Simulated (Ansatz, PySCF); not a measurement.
System: singlet methylene, CH2 (charge 0, singlet). 
Structure (B3LYP-D3(BJ)/def2-TZVP (Ansatz, a quantum-chemistry and plane-wave program) minimum search):
```
C
H 1 1.1106
H 1 1.1106 2 101.83
```
Charge 0, spin multiplicity 1.

Property: atomisation energy (electronic, to ground-state atoms), in eV. Valence correlation only, unless marked. Open shells are spin-unrestricted. No spin-orbit coupling. Non-relativistic. The coupled-cluster limit lacks core correlation, which all-electron functionals hold. Basis-set limits of correlation are two-point, X^-3; Hartree-Fock from the larger set (for Q and 5 zeta extrapolated as (X+1)exp(-9√X)).

| level | program | atomisation energy (eV) |
|---|---|---|
| HF/STO-3G | Ansatz | 6.54 |
| HF/aug-cc-pVDZ | Ansatz | 5.39 |
| HF/cc-pVTZ | Ansatz | 5.47 |
| BP86-D3(BJ)/def2-TZVPD | PySCF + dftd3 | 8.01 |
| M06-L-D4/def2-TZVPD | PySCF + dftd4 | 7.73 |
| TPSSh-D4/def2-TZVPD | PySCF + dftd4 | 7.82 |
| MN15/def2-TZVPD | PySCF | 7.72 |
| RI-MP2/aug-cc-pVTZ | Ansatz | 7.49 |
| CCSD/def2-SVPD | Ansatz | 7.39 |
| CCSD/aug-cc-pVTZ | Ansatz | 7.62 |
| CCSD/cc-pVTZ | Ansatz | 7.57 |
| CCSD(T)/6-31G | Ansatz | 6.27 |
| CCSD(T)/def2-SVP | Ansatz | 7.36 |
| CCSD(T)/CBS(aug-cc-pVTZ,aug-cc-pVQZ) | Ansatz | 7.84 |
| CCSD(T)/CBS(cc-pVQZ,cc-pV5Z) | Ansatz | 7.84 |

The Hartree-Fock reference is unstable (checked in the largest basis), which strains HF and MP2.
